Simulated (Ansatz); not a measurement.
## CH6OSi, SMILES OC[SiH3]: a geometry optimisation, step by step

Program: the Python package of Ansatz (0.2.0).

Typed at the interpreter:
```pycon
>>> import ansatz as az
>>> import numpy as np
>>> GEOMETRY = """
... O    -1.25550   -0.15270   -1.16740
... C    -0.14580    0.41880   -0.52990
... Si    0.47370   -0.50670    0.94830
... H    -1.43710    0.49270   -1.92870
... H    -0.37840    1.43960   -0.24440
... H     0.65180    0.49180   -1.28240
... H    -0.48070   -0.55780    2.05320
... H     1.74590    0.20440    1.49090
... H     0.91450   -1.87650    0.64320
... """
>>> geometry = az.Crystal.molecule()
>>> for line in GEOMETRY.strip().splitlines():
...     symbol, *xyz = line.split()
...     geometry = geometry.atom(symbol, [float(v) for v in xyz])
...
>>> setup = (
...     geometry.calculation()
...     .basis(gaussian="def2-SVP")
...     .functional("pbe0")
... )
>>> symbols = [site.symbol for site in geometry.cartesian_sites]
>>> start = np.array([site.position_ang for site in geometry.cartesian_sites], dtype=float)
>>> def progress(event):
...     if event["event"] == "relax_step":
...         row = event["data"]
...         print(f"step {row['step']:3d}  E = {row['lagrangian_ev']:.6f} eV  max force {row['allowed_force_max_ev_ang']:.4f} eV/A")
...
>>> report = setup.relax(force_tolerance=0.01, max_steps=100).session().plan().execute(on_event=progress).report
step   1  E = -11046.753936 eV  max force 1.7120 eV/A
step   2  E = -11046.967039 eV  max force 0.6655 eV/A
step   3  E = -11046.991855 eV  max force 0.2860 eV/A
step   4  E = -11046.993391 eV  max force 0.1282 eV/A
step   5  E = -11046.996203 eV  max force 0.0393 eV/A
step   6  E = -11046.996594 eV  max force 0.0260 eV/A
step   7  E = -11046.996636 eV  max force 0.0129 eV/A
step   8  E = -11046.996641 eV  max force 0.0006 eV/A
>>> end = np.array(report["positions_ang"])
>>> print(f"E = {report['free_energy_ev']:.6f} eV = {report['free_energy_ev'] / 27.211386246:.7f} Ha")
E = -11046.996664 eV = -405.9696395 Ha
>>> print("converged:", report["converged"], " doubts:", report["published_state_doubts"] or "none")
converged: True  doubts: none
>>> print("final positions (A) and the move of each atom")
final positions (A) and the move of each atom
>>> for symbol, xyz, old in zip(symbols, end, start):
...     print(f"{symbol:2s} {xyz[0]:10.5f} {xyz[1]:10.5f} {xyz[2]:10.5f}   {np.linalg.norm(xyz - old):7.4f}")
...
O    -1.22874   -0.16813   -1.08739    0.0858
C    -0.09648    0.48036   -0.56083    0.0847
Si    0.50284   -0.49740    0.94959    0.0306
H    -1.53692    0.32461   -1.85444    0.2091
H    -0.30778    1.52172   -0.23981    0.1084
H     0.73959    0.54427   -1.28817    0.1024
H    -0.56385   -0.54853    1.99300    0.1031
H     1.70831    0.18617    1.51550    0.0485
H     0.87144   -1.88947    0.55536    0.0987
```

The settings weren't tested for convergence. The end point is the stationary point reached from this start; no frequency run checks that it is a minimum, and the basis set is modest. Run time: 17 s on 1 thread of Arm Neoverse V2, on a shared host, peak memory 0.21 GiB.

(Lines on the test bed's own set-up are left out of the output.)
